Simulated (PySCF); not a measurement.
# AlH from Hartree–Fock to correlated methods

State: ¹Σ⁺ (singlet), closed shell. Set-up: PySCF, no relativity, basis sets Al cc-pV(T+d)Z, H cc-pVTZ. De refers to Al + H in their high-spin ground configurations, without counterpoise correction. A positive dipole means Al(−)H(+).

```
      Level  Re (Å)  ωe (cm⁻¹)  De (eV)  μ (D)
        RHF   1.648       1726     2.27   0.11
    RHF-MP2   1.646       1715     2.99    n/a
RHF-SCS-MP2   1.646       1712     3.11    n/a
   RHF-CCSD   1.651       1685     3.13    n/a
RHF-CCSD(T)   1.652       1678     3.13    n/a
        PBE   1.679       1582     3.01  -0.14
       PW91   1.675       1591     3.04  -0.15
       BP86   1.677       1582     3.17  -0.17
     r²SCAN   1.662       1639     3.02  -0.01
       PBE0   1.664       1642     2.99  -0.06
      HSE06   1.664       1638     2.99  -0.08
     M06-2X   1.649       1684     3.19  -0.20
```

The bond length runs from 1.646 Å (RHF-SCS-MP2) to 1.679 Å (PBE). De spans 2.27 eV (RHF, mean field) to 3.19 eV (M06-2X, hybrid meta-GGA). Correlation at CCSD(T) changes the Hartree–Fock bond energy by +0.86 eV; the triples alone change it by +0.00 eV.

Correlated steps freeze 5 core orbitals. Where the molecule has an RHF reference, its open-shell atoms are computed with UHF.
